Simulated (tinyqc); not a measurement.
Orbital energy against energy difference: ionisation energy by orbital energies and by energy differences in the cc-pvdz basis, for H2O, spin multiplicity 1. Computed by the program tinyqc with PySCF. 

Geometry (angstrom):
```
atom       x        y       z
O     0.0000   0.0000  0.0000
H     0.0000   0.7460  0.4990
H     0.0000  -0.7460  0.4990
```

CCSD(T) difference in the same basis = 12.1629 eV

IP-EOM-CCSD = 12.0063 eV

The cation is unrestricted; errors are against CCSD(T) in this basis, not against experiment.

First vertical ionisation energy (eV):
```
method     -e(HOMO)  E(cation) - E  error of -e(HOMO)  error of the difference
HF          13.4826      10.957602             1.3197                  -1.2053
LDA          6.3114      12.870170            -5.8515                   0.7073
PBE          6.2027      12.504051            -5.9602                   0.3412
B3LYP        7.9155      12.538533            -4.2474                   0.3757
PBE0         8.2913      12.422463            -3.8716                   0.2596
CAM-B3LYP    9.8164      12.537131            -2.3464                   0.3743
LC-wPBE     11.3017      12.592752            -0.8612                   0.4299
```

Koopmans errs by +1.32 eV and Delta-HF by -1.21 eV: relaxation, 2.52 eV, lowers the value and the missing correlation difference works against it. The PBE level is off by -6.0 eV through the wrong tail of its potential, though its energy difference is off by +0.34 eV; exact exchange deepens the level, and among the orbital energies LC-wPBE comes closest; among the differences PBE0 does.
